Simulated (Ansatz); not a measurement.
## Scan of [GeH$_{3}$···H···CH$_{3}$], doublet

Starting geometry:

```xyz
9

Ge   -0.4877    0.0000    0.0000
H    -0.9992    1.4466    0.0000
H    -0.9992   -0.7233    1.2528
H    -0.9992   -0.7233   -1.2528
H     1.0466    0.0000    0.0000
C     2.4873    0.0000    0.0000
H     2.4873   -1.0800    0.0000
H     2.4873    0.5400    0.9353
H     2.4873    0.5400   -0.9353
```

From there H5 is moved from one fragment to the other while all else, the fragments' distance too, stays fixed; atoms are numbered as listed. Energies are in kJ/mol, counted from the starting geometry at the same level. Kohn–Sham curves are unrestricted where that lies lower.

Basis cc-pVDZ; Ansatz 0.2.0. Only valence electrons are correlated (noble-gas cores and the filled d shells of p-block atoms frozen). Prefix R: restricted or restricted open-shell reference; prefix U: unrestricted. No spin–orbit coupling is included, and no scalar relativity.

Full CI isn't at hand for all of this; UCCSDT(Q) serves as the reference, and is uncertain by about the last step of the cluster series.

| distance Ge1-H5 (Å) | PBE |
| --- | --- |
| 1.534 | 0.0 |
| 1.584 | -7.2 |
| 1.685 | -17.5 |
| 1.785 | -21.4 |
| 1.885 | -11.7 |

Task: Estimate the UCCSDT(Q) curve in cc-pVDZ from this one, knowing how PBE errs.

Result: The computed UCCSDT(Q) values, in kJ/mol from the starting point, and the error of PBE against them:
```
distance Ge1-H5 (Å)  UCCSDT(Q)  PBE less UCCSDT(Q)
              1.534        0.0                 0.0
              1.584       -3.9                -3.3
              1.685      -10.8                -6.7
              1.785      -15.9                -5.5
              1.885      -10.3                -1.4
```

The error spans 6.7 kJ/mol and is largest, -6.7 kJ/mol, at 1.685 Å.

In so small a basis the reference is far from its limit while semilocal and hybrid functionals are nearer theirs, so the functionals' errors here hold much of the reference's basis and frozen-core error, which can add to them or hide them.
